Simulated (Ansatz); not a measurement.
Basis-set extrapolation for CH₄BN (`BC=N`) (PBE0-D4/def2-TZVP geometry, frozen core, Ansatz 0.2.0). Multiplicity 1, RHF reference.

```
                      def2-TZVPP   def2-QZVPP
                 HF  -119.324867  -119.330523
    MP2 correlation    -0.460079    -0.490712
CCSD(T) correlation    -0.509742      not run
```

Energies in hartree. Use E(X) = E(∞) + A·exp(−7.88·√X) for Hartree–Fock and E(X) = E(∞) + B·X^(−2.97) for correlation, with X = 3 and 4, and add CCSD(T) minus MP2 of the smaller set to the MP2 limit.

Q: What is the CCSD(T) energy at the basis-set limit?

A: HF limit: -119.330523 + (-0.005656) × 0.13774 = -119.33130. MP2 limit: -0.490712 + (-0.030633) × 0.74074 = -0.51340. Higher-order term: -0.509742 − (-0.460079) = -0.04966. Total: -119.89436 hartree, 156.9 kJ/mol below CCSD(T)/def2-TZVPP.
